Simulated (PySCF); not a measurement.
Molecule: SMILES C(=C)CF, C₃H₅F.

Atoms are numbered as in `[CH2:1]=[CH:2][CH2:3][F:4]` (H(Xn): hydrogen on atom n). Ha(C1) is cis to C3; Hb(C1) is trans to C3.

Geometry PBE0-D3(BJ)/def2-SVP throughout; GIAO in PySCF, gas phase, one conformer, non-relativistic; equivalent atoms averaged; basis pcSseg-2.

For orientation, PBE gives these shifts δ (against TMS, CFCl3 at the same level): C2 146.9, C1 119.2, C3 90.0, F4 -272.2, H(C2) 6.24, Ha(C1) 5.74, Hb(C1) 5.41, H(C3) 5.17 ppm.

A run gave: C2 146.2, C1 119.0, C3 89.6, F4 -272.6, H(C2) 6.19, Ha(C1) 5.73, Hb(C1) 5.39, H(C3) 5.14 ppm (shifts δ (against TMS, CFCl3 at the same level)).

Task: Which functional was used in that run?
A. OPBE
B. BP86
C. B97-D
D. B3LYP
E. KT2

Result: B. F4 tells them apart best: BP86 gives -272.6, KT2 gives -279.0, OPBE gives -260.4, B3LYP gives -254.8, B97-D gives -262.2 ppm.
